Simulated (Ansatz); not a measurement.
CsCl-type TlCl was calculated with Hartree–Fock in Ansatz (plane waves, PAW).

Numerical settings: plane-wave cutoff 460 eV, 8×8×8 k mesh, Fermi–Dirac smearing 0.01 eV, scalar-relativistic PAW data made under PBE.

Cell (relaxed at this level):

```xyz
2
Lattice="4.1464 0.0000 0.0000 0.0000 4.1464 0.0000 0.0000 0.0000 4.1464" Properties=species:S:1:pos:R:3 pbc="T T T"
Tl     0.0000     0.0000     0.0000
Cl     2.0732     2.0732     2.0732
```

Q: Predict the bulk modulus, band gap, Γ–Γ gap and pressure derivative B′ of the bulk modulus.

A: 
- bulk modulus = 14.5 GPa
- band gap = 9.02 eV (on the SCF k mesh)
- Γ–Γ gap = 16.45 eV
- pressure derivative B′ of the bulk modulus = 5.0

Note: the cell is over a tenth larger than the published one (another phase or state, or a fault of the published cell, is possible).

Spin–orbit coupling is not included; with these elements it can move the gap by several tenths of an eV or more.

Static lattice: no zero-point or thermal effects.

Ansatz is a quantum-chemistry and plane-wave program.
